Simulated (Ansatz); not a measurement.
# Rock-salt KBr: smallest direct gap on the k points sampled by level of theory

No measured value is used here.

```tsv
level (code)	value (eV)
LDA+SOC (Ansatz)	3.87
PBE+SOC (Ansatz)	4.28
RPBE (Ansatz)	4.77
r²SCAN+SOC (Ansatz)	…
HSE06+SOC (Ansatz)	…
PBE0 (Ansatz)	6.32
r²SCAN0 (Ansatz)	6.65
G0W0@HSE06 (Ansatz)	…
G0W0@PBE (Ansatz)	7.12 ± 0.01
```

Task: Fill in the missing entries.

Result: 
- r²SCAN+SOC (Ansatz, a quantum-chemistry and plane-wave program), value (eV): 4.92
- HSE06+SOC (Ansatz), value (eV): 5.43
- G0W0@HSE06 (Ansatz), value (eV): 7.69 ± 0.01

Computed values are for a static lattice. Spin–orbit coupling is included only where a level's name says +SOC; with heavier elements it mostly lowers gaps and can invert bands.  A ± on a computed value is a rough bar: the spread of its extrapolation, a floor set from checks against published values, or a statistical error. G0W0@HSE06: GW on a hybrid start was not checked against another program. Values are at the measured cell. Cutoffs and k meshes differ between the levels. Ansatz's density-functional and Hartree–Fock values are scalar-relativistic unless marked +SOC, with PAW data made under PBE.
